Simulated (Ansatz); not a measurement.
A made-up structure of SiNH₄ (charge -1), singlet:

```
6
angstrom
N 0.5774 -0.8493 0.9352
Si -0.1507 0.2536 -0.0647
H 0.9857 -1.6517 0.4640
H -1.3550 -0.1515 -0.9335
H 0.6650 0.9963 -1.1382
H 1.1357 -1.4728 1.5182
```

It is relaxed with PBE-D4/def2-SVPD and then PBE0-D4/def2-TZVPD (Ansatz 0.2.0). Atoms count as bonded within 1.22 times the sum of their covalent radii (H–H: 0.88 Å). The end point is not checked to be a true minimum.

(1) Does its bonding change? (A judgement: the text doesn't fix the answer.)

Answers

(1) By the calculation: No: no bond forms or breaks.

Where it ends: The first stage lowers the energy by 3.08 eV in 12 steps. It ends as SiNH₄ ([NH2][SiH2]), total charge -1:
```xyz
6
angstrom
N 0.4871 -1.1586 0.7708
Si -0.2417 0.4037 0.1545
H 1.0294 -1.6985 0.1063
H -1.2401 -0.2139 -0.8519
H 0.7548 0.7955 -0.9818
H 1.0685 -1.0037 1.5831
```

Labels in which every atom is bracketed show which atoms are joined, not bond orders.

For scale, one of the runs: PBE0-D4/def2-TZVPD relaxation, 116 basis functions, launched by `ansatz run in.yaml --threads 2 --pin off --events-out ev --progress --plain --max-ram 4352MiB`. The run took about 14 s on 2 CPU threads of an Arm Neoverse V2 (shared host).
